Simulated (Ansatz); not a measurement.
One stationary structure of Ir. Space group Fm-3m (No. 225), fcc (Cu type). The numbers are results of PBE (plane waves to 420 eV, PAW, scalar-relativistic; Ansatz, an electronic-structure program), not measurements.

Space group Fm-3m (No. 225); a = b = c = 3.871 Å, α = β = γ = 90.00°

```json
[
 {"atom": "Ir", "site": "4a", "symmetry": "m-3m", "x": "0.0000", "y": "0.0000", "z": "0.0000"}
]
```
(The calculation used a cell of 1 atom; values per cell refer to that cell.)

For Ir, the volume per atom is 14.50 Å³, the band gap is zero (metallic) and the shortest distances is Ir–Ir 2.74 Å. The k-mesh is 21×21×21.

No spin polarisation in the result.

Measured for Ir: a 3.831 Å (static lattice; corrected from measurement; as listed in Daniel Mejia-Rodriguez, S. B. Trickey, Phys. Rev. B (2018)). Computed minus measured — a: PBE +1.0 %. The computed values are for a static lattice.

The run could not lose the symmetry of its start.
